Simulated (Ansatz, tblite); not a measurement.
# AlH2(NH2) (AlNH₄): one state, many levels

How do method and basis change the picture of AlH2(NH2) (AlNH₄) (singlet)?

Program: Ansatz 0.2.0, Gaussian basis. Level of theory: as each input shows. These are calculated values, not measurements.

The runs, in order: GFN1-xTB, GFN2-xTB, PBE-D4/def2-TZVP, r2SCAN-D4/def2-TZVP, CAM-B3LYP-D4/def2-TZVP, ωB97X-V/def2-TZVP, LDA/def2-TZVP, r2SCANh-D4/def2-TZVP, BLYP-D4/def2-TZVP, B3LYP-D4/def2-TZVP, B2PLYP/def2-TZVP, PBE+5HF/def2-TZVP, PBE+10HF/def2-TZVP, PBE+15HF/def2-TZVP, PBE+35HF/def2-TZVP, PBE+50HF/def2-TZVP, PBE-D4/def2-SVP, PBE0-D4/def2-SVP, HF/STO-3G, CCSD(T)/def2-TZVPP, MP2/def2-TZVP, RPA/def2-TZVP.

## Step 1: The geometry

The singlet was relaxed beforehand with r2SCAN-D4/def2-TZVP.

6 atoms, charge 0, spin multiplicity 1.

Bond lengths: Al1–H2 1.582 Å, Al1–H3 1.582 Å, Al1–N4 1.767 Å, N4–H5 1.009 Å, N4–H6 1.009 Å. Angles: H2–Al1–H3 124.4°, H2–Al1–N4 117.8°, H3–Al1–N4 117.8°, Al1–N4–H5 125.0°, Al1–N4–H6 125.0°, H5–N4–H6 110.0°.

PBE0-D4/def2-TZVP was run before; its log isn't repeated, and its numbers join the tables.

## Step 2: GFN1-xTB

Tight binding, by tblite at 300 K electronic temperature and without a spin-polarisation term:

```python
tblite.interface.Calculator('GFN1-xTB', numbers, positions, charge=0, uhf=0).singlepoint()
```

Energy -180.8847 eV, HOMO -10.69 eV, LUMO -5.50 eV; 0.003 s.

## Step 3: GFN2-xTB

Tight binding, by tblite at 300 K electronic temperature and without a spin-polarisation term:

```python
tblite.interface.Calculator('GFN2-xTB', numbers, positions, charge=0, uhf=0).singlepoint()
```

Energy -164.4759 eV, HOMO -10.59 eV, LUMO -5.82 eV; 0.002 s.

## Step 4: PBE-D4/def2-TZVP

start.molden holds the orbitals of an earlier run on this state, given as this run's starting guess.

in.yaml reads:

```yaml
crystal:
  periodic: [false, false, false]
  atoms:
    - {symbol: Al, position_ang: [0.416678, 0.718561, 0.002319]}
    - {symbol: H, position_ang: [1.888741, 0.714781, 0.582975]}
    - {symbol: H, position_ang: [-0.318692, 2.000561, -0.562746]}
    - {symbol: N, position_ang: [-0.469027, -0.810824, -0.005728]}
    - {symbol: H, position_ang: [-1.410166, -0.932729, -0.347189]}
    - {symbol: H, position_ang: [-0.107536, -1.690360, 0.330370]}
basis:
  gaussian: {orbitals: def2-TZVP, initial_orbitals: start.molden}
hamiltonian: {xc: pbe, dispersion: d4}
scf: {omitted_lower_state_checks: [starts]}
output: {orbitals: {seedname: orbitals}}
```

The run is started by

```
$ ansatz run in.yaml --threads 4 --pin off --events-out ev --progress --plain --max-ram 3916MiB
```

Further steps of the session: r2SCAN-D4/def2-TZVP; CAM-B3LYP-D4/def2-TZVP; ωB97X-V/def2-TZVP; LDA/def2-TZVP; r2SCANh-D4/def2-TZVP; BLYP-D4/def2-TZVP; B3LYP-D4/def2-TZVP; B2PLYP/def2-TZVP; PBE+5HF/def2-TZVP; PBE+10HF/def2-TZVP; PBE+15HF/def2-TZVP; PBE+35HF/def2-TZVP; PBE+50HF/def2-TZVP; PBE-D4/def2-SVP; PBE0-D4/def2-SVP; HF/STO-3G; CCSD(T)/def2-TZVPP; MP2/def2-TZVP; RPA/def2-TZVP.

**Question.** What will the summary of the whole plan be? Wanted: gap in def2-TZVP, named functionals, smallest and largest; gap over the share of exact exchange; correlation energy, CCSD(T)/def2-TZVPP; correlation energy, MP2/def2-TZVP; binding an atom, CCSD(T)/def2-TZVPP; PBE0 total energy, smallest basis above largest.

**Answer**, as computed:

```
                                                 quantity                                  value
gap in def2-TZVP, named functionals, smallest and largest  4.80 eV (BLYP-D4), 11.29 eV (ωB97X-V)
                     gap over the share of exact exchange           4.83 eV at 0, 9.06 eV at 0.5
                   correlation energy, CCSD(T)/def2-TZVPP                               -9.28 eV
                        correlation energy, MP2/def2-TZVP                               -8.00 eV
                      binding an atom, CCSD(T)/def2-TZVPP                               2.966 eV
          PBE0 total energy, smallest basis above largest          4.20 eV (def2-SVP, def2-TZVP)
```

What this shows: Orbital gaps of the named functionals in def2-TZVP span 4.80 eV (BLYP-D4) to 11.29 eV (ωB97X-V); exact exchange widens it. Raising the share of exact exchange from 0 to 0.5 moves the HOMO by -2.74 eV and the LUMO by +1.48 eV. A small miss in a minimal or small basis is a cancelling of errors, not accuracy. The functionals in def2-TZVP miss CCSD(T)/def2-TZVPP by +0.019 (PBE0-D4) to +0.411 eV (LDA) an atom. The reference is CCSD(T) in one finite basis, so it carries an error of its own, often a tenth of an eV or more, and near misses can't be ranked.
